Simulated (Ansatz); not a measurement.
# AlP+ (quartet): the correlation ladder at distance Al1–P2 = 5.321 Å, cc-pVDZ

Aim: climb from Hartree-Fock through coupled cluster and multireference methods for AlP+ (quartet) at one geometry and basis, and see what each rung misses.

Method: cc-pVDZ, core rule «outside noble gas», up to 10 orbitals frozen; program: Ansatz 0.2.0, Gaussian basis.

Plan: UHF; CCSD(T) on ROHF; CCSD(T) on UHF; BCCD(T) on ROHF; CISD; CCSDT(Q) on ROHF; CCSDT(Q) on UHF; CASSCF and MRCISD+Q, 5 electrons in 5 orbitals; CASSCF and NEVPT2, 5 electrons in 5 orbitals; CASSCF and MRCISD+Q, 7 electrons in 8 orbitals; CASSCF and NEVPT4(SD), 7 electrons in 8 orbitals; CASSCF and NEVPT2, 7 electrons in 8 orbitals; Full CI.

25 further runs of the same task are left out: 6 for a known fault of the program, 12 that didn't finish, 7 set aside as unsound or not needed.

## Step 1: The system

The geometry derives from a PBE0/def2-TZVP stationary point (not a proven minimum). One bond is set to the value named and the two fragments are kept rigid.

2 atoms, charge 1, spin multiplicity 4.

Atoms are counted from 1 here; the program's logs count them from 0.

No contacts short enough for the rule that draws bonds.

## Step 2: UHF

File in.yaml:

```yaml
crystal:
  periodic: [false, false, false]
  atoms:
    - {symbol: Al, position_ang: [0.000000, 0.000000, 0.000000]}
    - {symbol: P, position_ang: [0.000000, 0.000000, 5.321000]}
basis:
  gaussian: {orbitals: cc-pVDZ}
total_charge: 1
magnetization: {spin_polarized: true, initial_magnetization: 3}
hamiltonian: {xc: hf}
output: {orbitals: {seedname: orbitals}}
```

Command:

```bash
$ ansatz run in.yaml --threads 1 --pin off --events-out ev --progress --plain --max-ram 2393MiB
```

After this run come: CCSD(T) on ROHF; CCSD(T) on UHF; BCCD(T) on ROHF; CISD; CCSDT(Q) on ROHF; CCSDT(Q) on UHF; CASSCF and MRCISD+Q, 5 electrons in 5 orbitals; CASSCF and NEVPT2, 5 electrons in 5 orbitals; CASSCF and MRCISD+Q, 7 electrons in 8 orbitals; CASSCF and NEVPT4(SD), 7 electrons in 8 orbitals; CASSCF and NEVPT2, 7 electrons in 8 orbitals; Full CI.

**Question.** What will the summary of the whole plan be? Wanted: FCI from the RHF energy; RMP2 from FCI; UMP2 from FCI; RCCSD from FCI; RCCSD(T) from FCI; UCCSD(T) from FCI; RCCSDT(Q) from FCI; UCCSDT(Q) from FCI; NEVPT2 pair from FCI.

**Answer**, as computed:

```
                         quantity                                                                                                value
          FCI from the ROHF energy                                                                                           -3.3010 eV
                    RMP2 from FCI                                                                                           +888.9 meV
                    UMP2 from FCI                                                                                           +887.7 meV
                   RCCSD from FCI                                                                                            +38.4 meV
                RCCSD(T) from FCI                                                                                            +10.2 meV
                UCCSD(T) from FCI                                                                                            +10.0 meV
               RCCSDT(Q) from FCI                                                                                             +0.4 meV
               UCCSDT(Q) from FCI                                                                                             +0.3 meV
             NEVPT2 pair from FCI                                                                                           +841.2 meV
           MRCISD+Q pair from FCI                                                                                            -53.4 meV
          NEVPT2 valence from FCI                                                                                           +520.6 meV
levels within 1 kcal/mol (43 meV)  RCCSD, UCCSD, RCCSD(T), UCCSD(T), BCCD(T), RCCSDT, UCCSDT, RCCSDT(Q), UCCSDT(Q), NEVPT4(SD) valence
                    T1 diagnostic                                                                                                0.006
   effectively unpaired electrons                                                                                                 3.07
```

**Reading.** RCCSD(T) lands +10.2 meV from the yardstick (0.3 % of the correlation energy). MRCISD+Q pair, NEVPT4(SD) valence, MRCISD+Q valence fall below full CI, which methods that aren't variational can do. One determinant dominates. Of the multireference levels listed NEVPT4(SD) valence comes nearest in total energy (-12.2 meV), which doesn't show that its space is the better one. These misses are within one basis, not against nature; the frozen cores of restricted and unrestricted runs differ, which can shift their rows.

Levels on UHF freeze UHF's core orbitals, full CI those of ROHF, so the U rows can settle a little off it for that reason alone.

With open shells the CI space here admits some triples and quadruples, so it is larger than plain CISD.
